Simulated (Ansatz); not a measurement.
**Bulk modulus B0 of some hcp solids**

Method: LDA (plane waves, PAW; Ansatz, a quantum-chemistry and plane-wave program). References are measured values corrected to a static lattice or taken at low temperature (these still hold zero-point motion).

Values in GPa.

```tsv
solid	reference	LDA	error (%)
hcp Re	369	405	+9.8
hcp Hf	110	120	+9.1
hcp Cd	53.8§ (50.7–53.8)	63.3	+17.7
hcp Tc	303	343	+13.2
hcp Os	425	448	+5.4
hcp Mg	38.6†	39.7	+2.8
hcp Tl	37.4	?	?
hcp Zn	69.7 (64.7–69.7)	92.4	+33
hcp Co	193	273	+41
hcp Ti	108	127	+17.6
hcp Y	41.7 (37.3–41.7)	44.2	+6.0
hcp Ru	318 (318–336)	366	+15.1
```

Problem. Estimate the withheld LDA value.

Solution. The errors of the other rows run from +2.8 % to +41 %, with a median of +13.2 %; carried to the reference 37.4 it gives 42.3 GPa. The run gives 42.5 GPa (+13.6 %); the row was picked among those where that median comes within half of the row's own error. Over these 12 solids the mean error is +15.4 %, the mean absolute error 15.4 % (median 13.4 %), and the worst case hcp Co at +41 %; the value is too high in 12 of 12 cases.

All these references are brought to a static lattice.

Spin–orbit coupling is left out, also for the solids with elements from indium on (hcp Re, hcp Hf, hcp Os, hcp Tl); its size isn't shown.

† marks references with one source in our tables, § those from which another value on file, of any temperature, differs by over 15 %.

Brackets give the range of our sources, which can hold other temperatures.

Differences are worked out from the printed values.

Each level is taken at its own relaxed cell. Ansatz's density-functional and Hartree–Fock values are scalar-relativistic unless marked +SOC, with PAW data made under PBE.

Ansatz's runs of these crystals have no spin polarisation, but for hcp Co.

Density-functional runs with spin start from parallel moments for hcp Co.

Not in this set, of the hcp solids with a reference value in our tables and a result at some level: 3 for sources at odds (hcp Be, hcp Sc, hcp Zr); 1 for a reference at room or unstated temperature (hcp Lu). These can be a level's worst cases. Values held back for tests aren't counted. Layered and molecular crystals are counted apart. The metals Ce to Yb are counted apart.

References as tabulated in doi:10.1021/acs.jctc.3c00612; Lejaeghere et al. (2013), arXiv:1204.2733.
